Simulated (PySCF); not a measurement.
Fill in the blanks.

C₄H₂NS (charge -1).
Atom-mapped SMILES: `[CH:1]#[C:2][C@H:3]([S-:4])[C:5]#[N:6]` (hydrogens: H7 on C1; H8 on C3)

```tsv
property	level	value
point group of the GFN2-xTB geometry	GFN2-xTB	C1
rotational constants A, B, C of the GFN2-xTB geometry	GFN2-xTB	?
HOMO energy	PBE0/pcSseg-1	-0.54 eV
LUMO energy	PBE0/pcSseg-1	?
13C chemical shifts (computed TMS as zero) by class	GIAO PBE0/pcSseg-1	127.9 (C5), 95.8 (C2), 70.1 (C1), 17.3 (C3) ppm
1H chemical shifts (computed TMS as zero) by class	GIAO PBE0/pcSseg-1	?
isotropic shieldings of nuclei other than C and H, by class	GIAO PBE0/pcSseg-1	?
```

Gas-phase values; electronic properties from PySCF, density fitting. Isolated species at its GFN2-xTB geometry, gas phase. No diffuse functions stand in pcSseg-1, which bears on an anion's orbital energies.

(1) What are the rotational constants A, B, C of the GFN2-xTB geometry?

(2) The isotropic shieldings of nuclei other than C and H, by class?

(3) Give the LUMO energy.

(4) The 1H chemical shifts (computed TMS as zero) by class?

Answers

(1) 3.439, 2.811, 1.654 GHz.

(2) -16 (N6), 389 (S4) ppm.

(3) 4.50 eV.

(4) 4.37 (H8), 1.45 (H7) ppm.

The rotational constants make it an asymmetric top with κ = (2B − A − C)/(A − C) = 0.30, nearer the oblate limit (+1). With B = h/(8π²I), that is 505.379 GHz u Å² over I, the principal moments of inertia are 147.0, 179.8 and 305.5 u Å² (most abundant isotopes).

For the NMR shielding job (PBE0/pcSseg-1), time: 8.5 s of wall time; peak memory 0.51 GiB. Hardware: Arm Neoverse V1, one thread, no GPU, shared host.
